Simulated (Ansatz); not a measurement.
# Worked example: correlation energy of AlGeH3 (H-bridged), singlet

Geometry: a PBE0/def2-TZVP stationary point for this spin, not checked as a minimum.

```yaml
atoms:
  - { symbol: Ge, position_ang: [-0.0422, 0.0000, 0.6623] }
  - { symbol: Al, position_ang: [0.0200, 0.0000, -1.8257] }
  - { symbol: H, position_ang: [0.7497, -1.0660, -0.3437] }
  - { symbol: H, position_ang: [0.7497, 1.0660, -0.3437] }
  - { symbol: H, position_ang: [1.0071, 0.0000, 1.8288] }
```

Basis cc-pVDZ; Ansatz 0.2.0. Only valence electrons are correlated (noble-gas cores and the filled d shells of p-block atoms frozen), which leaves 10 electrons in 41 orbitals. R marks a restricted (for open shells ROHF) determinant. No spin–orbit coupling is included, and no scalar relativity.

Full CI isn't at hand for all of this; RCCSDTQ serves as the reference, and is uncertain by about the last step of the cluster series.

Runs differ by some tens of microhartree through their thresholds, so steps under 0.03 kcal/mol mean nothing.

```tsv
level	total energy (hartree)
RHF	-2318.935260
RMP2	-2319.095962
RCCSD	-2319.134996
RCCSD(T)	-2319.142014
RCCSDT	-2319.143295
RCCSDT(Q)	-2319.143715
RCCSDTQ	-2319.143753
```

**Question.** What is the correlation energy at RCCSDTQ, and what share of it do RMP2 and RCCSD(T) recover?

**Answer.** E(corr) = -2319.143753 − (-2318.935260) = -0.208493 hartree = -5.673 eV. RMP2: -0.160702 / -0.208493 = 77.08 %. RCCSD(T): -0.206754 / -0.208493 = 99.17 %.

**Question.** By how many kcal/mol does RCCSD(T) miss RCCSDTQ (1 hartree = 627.509 kcal/mol), and which steps make up the rest?

**Answer.** -2319.142014 − (-2319.143753) = 0.001739 hartree = 1.09 kcal/mol. Steps: RCCSDT − RCCSD(T) = -0.80, RCCSDT(Q) − RCCSDT = -0.26, RCCSDTQ − RCCSDT(Q) = -0.02 kcal/mol. Differences between like states or geometries often cancel part of this.
